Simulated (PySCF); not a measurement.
Borane carbonyl, CH3BO, SMILES [BH3-]C#[O+], point group C3v.

Level: B3LYP/pcSseg-1 in PySCF (density fitting, grid level 2); geometry and Hessian at that level, cubic constants and property derivatives from steps of ±0.6 along each species' dimensionless normal coordinates, second-order vibrational perturbation theory. The parent has the commonest isotopes.

Equilibrium geometry (Å):

```csv
atom,x,y,z
B1,-0.5400,0.0014,-0.0261
C2,0.9822,0.0011,0.0068
O3,2.1141,0.0009,0.0314
H4,-0.8721,-0.3586,1.0804
H5,-0.8293,-0.7827,-0.9012
H6,-0.8425,1.1458,-0.2776
```

Q: How much do zero-point and thermal motion change the parent's shieldings?

A: 
```csv
atom,σe (ppm),"anharmonic part, 0 K","harmonic part, 0 K",Δσ at 0 K,Δσ at 350 K,Δσ at 500 K
B1,157.76,-0.77,-1.82,-2.59,-3.30,-3.84
C2,-14.73,-0.31,-1.14,-1.46,-1.22,-1.05
O3,-42.37,-1.45,-5.25,-6.70,-7.21,-7.73
H4,30.09,-0.13,-0.42,-0.55,-0.61,-0.66
```

Q: And the bond lengths, in the parent and with ¹⁷O at 3?

A: 
```
 bond  re (Å)  ⟨r⟩ at 0 K  between mean positions  ⟨r⟩, labelled
B1–C2  1.5225      1.5312                  1.5287         1.5312
C2–O3  1.1322      1.1374                  1.1327         1.1374
B1–H4  1.2101      1.2329                  1.2155         1.2329
```

Q: What are the dipole moments?

A: 1.399 D at equilibrium; averaged at 0 K: parent 1.303 D; ¹⁷O at 3 1.303 D; ¹³C at 2 1.303 D; ¹⁰B at 1, ¹⁷O at 3 1.303 D; ²H at 4 1.311 D; ¹⁰B at 1 1.303 D; ²H at 4, ²H at 5, ²H at 6 1.329 D. Measured: 1.698 D (NIST CCCBDB Release 22 (SRD 101), experimental dipoles).

The study (212 SCF points, 66 basis functions) took 8 min on 1 thread of Arm Neoverse V1 (shared host) (rough), peak memory 0.37 GiB, launched as `OMP_NUM_THREADS=1 python ens_run.py task.json out`.
